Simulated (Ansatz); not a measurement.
Pulling the pair apart

The pair of CH₄ (SMILES C, atoms 1–5) and CH₃F (SMILES CF, atoms 6–10), both closed shells, in one local arrangement (a lower one may exist), relaxed at PBE0-D4/def2-TZVP:

C1  (-0.059, -0.111, -1.902)
H2  (-0.340, 0.942, -1.869)
H3  (-0.399, -0.544, -2.842)
H4  (-0.522, -0.639, -1.068)
H5  (1.025, -0.201, -1.836)
C6  (0.097, 0.156, 1.921)
F7  (-0.758, -0.851, 1.533)
H8  (0.523, 0.624, 1.031)
H9  (0.894, -0.271, 2.534)
H10  (-0.462, 0.895, 2.499)
(Å)

CH₃F is shifted rigidly along the line between the mean atom positions of the two fragments (negative: closer). Counterpoise interaction energies in kcal/mol. Ansatz 0.2.0; basis: def2-TZVPPD; cores frozen in the correlated methods.

```json
{"shift (Å)": "-0.38", "PBE0-D4": "-0.22", "r2SCAN-D4": "-0.23", "MP2": "0.03"}
{"shift (Å)": "-0.19", "PBE0-D4": "-0.73", "r2SCAN-D4": "-0.69", "MP2": "-0.52"}
{"shift (Å)": "0.00", "PBE0-D4": "-0.87", "r2SCAN-D4": "-0.78", "MP2": "-0.68"}
{"shift (Å)": "0.19", "PBE0-D4": "-0.83", "r2SCAN-D4": "-0.71", "MP2": "-0.66"}
{"shift (Å)": "0.46", "PBE0-D4": "-0.68", "r2SCAN-D4": "-0.56", "MP2": "-0.53"}
{"shift (Å)": "0.96", "PBE0-D4": "-0.40", "r2SCAN-D4": "-0.31", "MP2": "-0.31"}
{"shift (Å)": "1.92", "PBE0-D4": "-0.12", "r2SCAN-D4": "-0.10", "MP2": "-0.10"}
{"shift (Å)": "3.84", "PBE0-D4": "-0.01", "r2SCAN-D4": "-0.02", "MP2": "-0.02"}
```

Q: What does CCSD(T) give at these shifts? (An estimate is asked for; the value comes from the calculation.)

A: Computed: -0.05, -0.59, -0.73, -0.70, -0.57, -0.32, -0.11, -0.02 kcal/mol. For zero shift, CCSD(T) at an estimated basis limit (MP2 extrapolated from triple and quadruple zeta, plus CCSD(T) − MP2 in triple zeta) gives -0.84 kcal/mol. These are counterpoise interaction energies, counted from the two frozen fragments.

T1 diagnostic: at most 0.010.

For scale, one of the runs: CCSD(T)/def2-TZVPPD, 233 basis functions, launched by `ansatz run in.yaml --threads 4 --pin off --events-out ev --progress --plain --max-ram 9574MiB`. Hardware: 4 CPU threads of an Intel Xeon 6975P-C, shared host. Wall time 19 s; peak host memory 4.7 GiB.
